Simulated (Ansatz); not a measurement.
**C₃ (charge +1), doublet: energies of several shapes or isomers**

Program: Ansatz, Gaussian basis, development build; OMP3 by scripts on PySCF. Nonrelativistic, cc-pVTZ, 3 core orbitals frozen. Single-reference values can break down or jump between states where bonds are stretched.

Case A:

```csv
atom,x (Å),y (Å),z (Å)
C,-0.0100,-0.0263,-0.0104
C,0.7470,0.0286,1.0934
C,-0.7658,0.0099,1.1002
```

Case B:

| atom | x (Å) | y (Å) | z (Å) |
| --- | --- | --- | --- |
| C | 0.0000 | 0.0000 | 0.0000 |
| C | 0.7381 | 0.0000 | 1.0943 |
| C | -0.7381 | 0.0000 | 1.0943 |

Case C:

```xyz
3

C     0.0026    0.0053    0.0081
C     0.7450   -0.0054    1.0894
C    -0.7358   -0.0091    1.0976
```

Energy less that of case A, in eV:

```
case   RCCSD  RCCSD(T)   UOMP3
   B  -0.054    -0.018  -0.066
   C  -0.056    -0.013  -0.069
```

Task: Give the UCCSD(T) energies against case A.

Result: B: +0.115 eV (2.7 kcal/mol); C: +0.116 eV (2.7 kcal/mol).
